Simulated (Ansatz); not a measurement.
Energy needed to pull apart C2H3B (SMILES B1=CC1), singlet, into free ground-state atoms, from the structure below (at a frame of a short PBE0-D4/def2-SVP trajectory); no zero-point or spin–orbit terms; open-shell atoms are treated unrestricted, in their ground-state multiplicity.

```tsv
atom	x (Å)	y (Å)	z (Å)
B1	-1.1969	-0.0145	-0.1654
C2	-0.2698	-0.9835	-0.1031
C3	0.0491	0.6659	0.0695
H4	0.4993	-1.6930	-0.2791
H5	0.6007	1.1259	-0.7406
H6	0.3564	0.9746	1.0483
```

Ansatz 0.2.0; basis: def2-TZVPP; cores frozen in the correlated methods.

| method | atomization energy (kJ/mol) |
| --- | --- |
| PBE-D4 | 2291 |
| r2SCAN-D4 | ? |
| PBE0-D4 | ? |
| wB97M-V | 2211 |
| HF | 1543 |
| MP2 | 2199 |
| CCSD | 2086 |
| CCSD(T) | 2137 |

Q: What does PBE0-D4 give? (An estimate is asked for; the value comes from the calculation.)

A: By the calculation: 2232 kJ/mol, which is about 95 kJ/mol more than CCSD(T)/def2-TZVPP.

Q: What does r2SCAN-D4 give? (To be estimated.)

A: By the calculation: 2221 kJ/mol, which is about 84 kJ/mol more than CCSD(T)/def2-TZVPP.

In triple zeta the MP2 and coupled-cluster atomization energies are still short of their basis limit by a few kcal/mol a bond, whereas those of the functionals are nearly converged, so these differences are not deviations from converged CCSD(T).

No T1 diagnostic of these runs exceeds 0.016. The restricted Hartree–Fock reference is unstable towards an unrestricted one here.

For scale, one of the runs: CCSD(T)/def2-TZVPP forces, 135 basis functions, launched by `ansatz run in.yaml --threads 2 --pin off --events-out ev --progress --plain --max-ram 3481MiB`. Hardware: 2 CPU threads of an Intel Xeon, shared host. Wall time 110 s; peak host memory 1.2 GiB.
